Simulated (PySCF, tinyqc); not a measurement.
CCD on RHF in the sto-3g basis, frozen core, for CH2, spin multiplicity 1, step by step (part 2 of 2). The lowest restricted solution is unstable here: a spin-polarised one lies 0.0309 hartree lower (PySCF). Computed by tinyqc, a small Python program that keeps every step (integrals from PySCF). Command: `OMP_NUM_THREADS=1 python tinyqc.py 23603 23604 out.jsonl` (the two numbers bound the seeds that draw the settings). One thread of a shared host (Intel(R) Xeon(R) Processor @ 2.60GHz), about 0.1 s of CPU time with the checks.

Geometry (angstrom):
```
atom         x          y         z
C     0.000000   0.000000  0.000000
H     0.000000   1.034000  0.652000
H     0.000000  -1.037000  0.653000
```

## CCD: amplitude update 3

Amplitudes after update 2 (spin orbitals 1a, 1b, ...; amplitudes related by a flip of all spins are not repeated; the 24 largest):
```
from      to          t
4a 4b  5a 5b  -0.104840
3a 3b  7a 7b  -0.074940
2a 2b  5a 5b  -0.065724
3a 3b  6a 6b  -0.061946
2a 4b  5a 5b   0.051777
4a 4b  7a 7b  -0.047915
2a 2b  6a 6b  -0.047530
2a 3b  6a 7b  -0.043720
2a 4b  6a 6b  -0.040284
3a 4b  6b 7a   0.039907
3a 4b  6a 7b  -0.037652
4a 4b  6a 6b  -0.034363
2a 3b  6b 7a   0.032984
2a 2b  7a 7b  -0.024521
2a 3a  6a 7a  -0.010737
3a 3b  5a 5b  -0.010093
2a 4b  7a 7b   0.002629
3a 4a  6a 7a   0.002256
3a 4b  6a 6b   0.001248
2a 3b  6a 6b   0.001035
2a 3b  7a 7b  -0.001014
3a 4b  7a 7b  -0.000872
2a 4b  6a 7b  -0.000549
2a 4b  6b 7a   0.000544
```

Two-electron integrals over orbitals (pq|rs), unique and non-zero (hartree); the lowest 1 orbital is frozen and left out:
```
(22|22) 0.535692    (32|22) 0.000677    (32|32) 0.137696    (33|22) 0.497216
(33|32) -0.000401   (33|33) 0.505633    (42|22) 0.016971    (42|32) 0.000052
(42|33) 0.021134    (42|42) 0.080797    (43|22) 0.000201    (43|32) 0.028894
(43|33) -0.000107   (43|42) -0.000244   (43|43) 0.036181    (44|22) 0.496438
(44|32) -0.000156   (44|33) 0.452497    (44|42) -0.088306   (44|43) 0.000419
(44|44) 0.642964    (52|52) 0.091867    (53|52) -0.000170   (53|53) 0.018641
(54|52) -0.040089   (54|53) 0.000122    (54|54) 0.050039    (55|22) 0.542485
(55|32) -0.000066   (55|33) 0.468541    (55|42) -0.052364   (55|43) 0.000345
(55|44) 0.572770    (55|55) 0.672833    (62|22) 0.085341    (62|32) -0.000379
(62|33) 0.025891    (62|42) -0.000080   (62|43) 0.000435    (62|44) 0.068781
(62|55) 0.124171    (62|62) 0.095930    (63|22) -0.001405   (63|32) -0.067581
(63|33) -0.000217   (63|42) 0.000758    (63|43) -0.034480   (63|44) -0.001625
(63|55) -0.002030   (63|62) -0.001544   (63|63) 0.085790    (64|22) 0.039040
(64|32) 0.000928    (64|33) 0.003633    (64|42) -0.016433   (64|43) 0.000147
(64|44) 0.069666    (64|55) 0.061973    (64|62) 0.052063    (64|63) -0.001419
(64|64) 0.041972    (65|52) 0.053349    (65|53) -0.000359   (65|54) -0.010621
(65|65) 0.040645    (66|22) 0.519334    (66|32) -0.002661   (66|33) 0.497127
(66|42) 0.053587    (66|43) -0.001163   (66|44) 0.448100    (66|55) 0.491192
(66|62) 0.061713    (66|63) 0.001673    (66|64) 0.020584    (66|66) 0.555404
(72|22) 0.001213    (72|32) 0.005931    (72|33) 0.000300    (72|42) -0.000220
(72|43) -0.032549   (72|44) 0.001201    (72|55) 0.001875    (72|62) 0.000754
(72|63) 0.045130    (72|64) 0.000844    (72|66) 0.001327    (72|72) 0.055531
(73|22) 0.064469    (73|32) -0.001044   (73|33) 0.025999    (73|42) -0.060311
(73|43) -0.000080   (73|44) 0.119187    (73|55) 0.131070    (73|62) 0.074335
(73|63) -0.000693   (73|64) 0.051483    (73|66) 0.007726    (73|72) 0.001664
(73|73) 0.120247    (74|22) 0.000080    (74|32) -0.071851   (74|33) 0.000325
(74|42) -0.000066   (74|43) 0.002718    (74|44) 0.000718    (74|55) 0.000597
(74|62) 0.000823    (74|63) 0.043106    (74|64) -0.000384   (74|66) 0.001604
(74|72) -0.009402   (74|73) 0.001140    (74|74) 0.063044    (75|52) 0.000774
(75|53) 0.018443    (75|54) -0.000179   (75|65) 0.000254    (75|75) 0.022660
(76|22) 0.000724    (76|32) 0.107833    (76|33) -0.000444   (76|42) 0.000873
(76|43) 0.041654    (76|44) -0.000842   (76|55) -0.000226   (76|62) 0.000326
(76|63) -0.077263   (76|64) 0.000821    (76|66) -0.002085   (76|72) -0.022084
(76|73) -0.001710   (76|74) -0.053087   (76|76) 0.111043    (77|22) 0.509910
(77|32) 0.002899    (77|33) 0.506576    (77|42) -0.014556   (77|43) 0.001187
(77|44) 0.514513    (77|55) 0.520448    (77|62) 0.044804    (77|63) -0.003035
(77|64) 0.018795    (77|66) 0.503739    (77|72) 0.000147    (77|73) 0.067367
(77|74) -0.001251   (77|76) 0.002413    (77|77) 0.548734
```

orbital energies (hartree): MO1 -11.003397, MO2 -0.784231, MO3 -0.485655, MO4 -0.288581, MO5 0.234792, MO6 0.531823, MO7 0.630228

t_ij^ab D_ij^ab are set to the remaining terms of the spin-orbital equations, evaluated with the old amplitudes; for the doubles these are <ij||ab> + 1/2 <ab||ef> t_ij^ef + 1/2 <mn||ij> t_mn^ab + P(ij)P(ab) <mb||ej> t_im^ae + terms in t^2, D the orbital-energy denominators. DIIS then mixes the stored amplitudes.

DIIS coefficients: [-1.210753, 2.210753]

Amplitudes after update 3 (spin orbitals 1a, 1b, ...; amplitudes related by a flip of all spins are not repeated; the 24 largest):
```
from      to          t
4a 4b  5a 5b  -0.145970
3a 3b  7a 7b  -0.079534
2a 2b  5a 5b  -0.069807
3a 3b  6a 6b  -0.065948
2a 4b  5a 5b   0.062662
4a 4b  7a 7b  -0.049563
2a 2b  6a 6b  -0.049474
2a 3b  6a 7b  -0.045739
2a 4b  6a 6b  -0.044813
3a 4b  6b 7a   0.043114
3a 4b  6a 7b  -0.042325
2a 3b  6b 7a   0.036721
4a 4b  6a 6b  -0.036234
2a 2b  7a 7b  -0.024778
2a 3a  6a 7a  -0.009018
3a 3b  5a 5b  -0.006055
2a 4b  7a 7b   0.001508
3a 4b  6a 6b   0.001384
2a 3b  6a 6b   0.001116
2a 3b  7a 7b  -0.001089
3a 4b  7a 7b  -0.000951
3a 4a  6a 7a   0.000789
2a 4b  6a 7b  -0.000589
2a 4b  6b 7a   0.000576
```

correlation energy = -0.06829680 hartree

## CCD: convergence

E_corr = 1/4 sum <ij||ab> t_ij^ab; stop when the norm of the change is below 1e-8.

Course of the amplitude iterations:
```
update  correlation energy (hartree)  norm of the change
0                        -0.04104996                   -
1                        -0.05598544            1.20e-01
2                        -0.06209000            6.50e-02
3                        -0.06829680            4.21e-02
4                        -0.06872337            1.98e-02
5                        -0.06910836            7.15e-03
6                        -0.06906910            1.09e-03
7                        -0.06906192            2.96e-04
8                        -0.06906849            6.04e-05
9                        -0.06907162            1.73e-05
10                       -0.06907163            3.29e-06
11                       -0.06907153            2.05e-06
12                       -0.06907150            4.98e-07
13                       -0.06907149            1.19e-07
14                       -0.06907149            4.24e-08
15                       -0.06907149            1.42e-08
16                       -0.06907149            3.51e-09
```

Converged amplitudes (spin orbitals 1a, 1b, ...; amplitudes related by a flip of all spins are not repeated; the 24 largest):
```
from      to          t
4a 4b  5a 5b  -0.195707
3a 3b  7a 7b  -0.078650
3a 3b  6a 6b  -0.064664
2a 2b  5a 5b  -0.064525
2a 4b  5a 5b   0.059407
2a 2b  6a 6b  -0.049228
4a 4b  7a 7b  -0.047480
2a 3b  6a 7b  -0.045053
2a 4b  6a 6b  -0.043708
3a 4b  6b 7a   0.042288
3a 4b  6a 7b  -0.041307
2a 3b  6b 7a   0.035823
4a 4b  6a 6b  -0.033817
2a 2b  7a 7b  -0.024585
2a 3a  6a 7a  -0.009230
3a 3b  5a 5b  -0.004267
2a 4b  7a 7b   0.001742
3a 4b  6a 6b   0.001356
2a 3b  6a 6b   0.001096
2a 3b  7a 7b  -0.001069
3a 4a  6a 7a   0.000981
3a 4b  7a 7b  -0.000929
2a 4b  6a 7b  -0.000578
2a 4b  6b 7a   0.000566
```

CCD total energy = -38.41767171 hartree

Converged in 16 updates, with DIIS from the third.
